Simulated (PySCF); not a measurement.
# Converging OF in the basis (CCSD(T))

PySCF, UHF reference; doublet, unpaired electrons π ↑; De to O + F without counterpoise correction. Frozen cores follow the default of each basis and core potential.

```tsv
basis	relativity	functions	Re (Å)	ωe (cm⁻¹)	De (eV)	frozen orbitals
def2-SVP	no relativity	28	1.358	1035	1.77	2
aug-cc-pVDZ	no relativity	46	1.376	1012	1.82	2
x2c-TZVPPall	spin-free X2C	62	1.356	1089	2.05	2
```

Task: How does each smaller set differ from the one with most functions, x2c-TZVPPall?

Result: def2-SVP: +0.2 pm, -5.0 % in ωe, -0.28 eV in De; aug-cc-pVDZ: +2.0 pm, -7.1 % in ωe, -0.23 eV in De. All at CCSD(T); the set with most functions is neither the basis-set limit nor always the best. The rows treat relativity differently, so the differences are not basis effects alone.

Correlated steps freeze 2 core orbitals. Correlated levels converge slowly with the basis: in double zeta they bind strong bonds too weakly, by up to about 1 eV, and carry superposition errors of some tenths. The state was picked by a PBE0 search and need not be the measured ground state.
